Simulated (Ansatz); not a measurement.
Mulliken charges of C₃H₄F₂ (`C=C(F)CF`) from ωB97M-V/def2-TZVPP in Ansatz (PBE0-D4/def2-TZVP geometry).

```csv
atom,x (Å),y (Å),z (Å),charge (e)
C1,0.814,-0.433,-1.077,-0.250
C2,0.486,-0.132,0.162,0.165
F3,1.359,-0.253,1.175,-0.201
C4,-0.821,0.368,0.674,0.065
F5,-1.728,0.498,-0.345,-0.223
H6,0.078,-0.320,-1.860,0.118
H7,1.806,-0.789,-1.318,0.111
H8,-1.220,-0.329,1.419,0.107
H9,-0.683,1.344,1.154,0.107
```

Q: By hand: the dipole of these point charges (1 e Å = 4.8032 D).

A: Σ q r = (-0.058, 0.033, 0.090) e Å, of length 0.112 e Å = 0.54 D.

Q: How does the dipole of the full density compare? (An estimate is asked.)

A: Computed: (-0.005, 0.013, 0.073) e Å, 0.36 D; the point charges give 1.50 times that, at 29° from its direction.

Point charges leave out the atoms' own dipoles, such as those of lone pairs, and Mulliken's split depends on the basis, so the two needn't agree.
